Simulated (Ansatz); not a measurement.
How far each method lies from UCCSDT(Q) for AlH3, triplet

Geometry: that of the AlH3⁺, doublet, kept fixed. The singlet lies 3.0 eV lower here.

```xyz
4

Al    0.0000    0.0571    0.0000
H     0.0000    0.2262   -1.5512
H     0.0000    0.2262    1.5512
H     0.0000   -1.9820    0.0000
```

Basis aug-cc-pVDZ; Ansatz 0.2.0. Only valence electrons are correlated (noble-gas cores frozen), which leaves 6 electrons in 49 orbitals. R marks a restricted (for open shells ROHF) determinant, U an unrestricted one. Active spaces: valence = (6e, 7o) chosen from the atoms' valence shells.

Full CI isn't at hand for all of this; UCCSDT(Q) serves as the reference, and is uncertain by about the last step of the cluster series. The frozen core follows each run's orbitals, which can shift R against U totals by a few meV.

For open shells CISD is restricted-active-space CI with the open shells as a complete middle space.

- UHF ⟨S²⟩: 2.017
- T1 diagnostic (RCCSD): 0.0264
- largest doubles amplitude (RCCSD): 0.040
- T1 diagnostic (UCCSD): 0.0238

Q: From what is known of these methods and the diagnostics, rank them by the size of their error in total energy against UCCSDT(Q) in aug-cc-pVDZ, smallest first (an estimate: the text doesn't fix the numbers).
A. UCCSDT
B. MRCISD (valence space)
C. NEVPT2 (valence space)
D. CASSCF (valence space)
E. RCCSD(T)

A: A (0.2 kJ/mol), E (2.4 kJ/mol), B (7.2 kJ/mol), C (50.4 kJ/mol), D (151.4 kJ/mol).

All errors are against UCCSDT(Q) in aug-cc-pVDZ. Within each family the higher level lies nearer, as is usual though not guaranteed.

Natural occupations of CASSCF (valence space) about the gap: 1.966 1.958 1.003 1.000 0.051 0.017 0.006; effectively unpaired electrons, Σ n²(2−n)², 2.02.
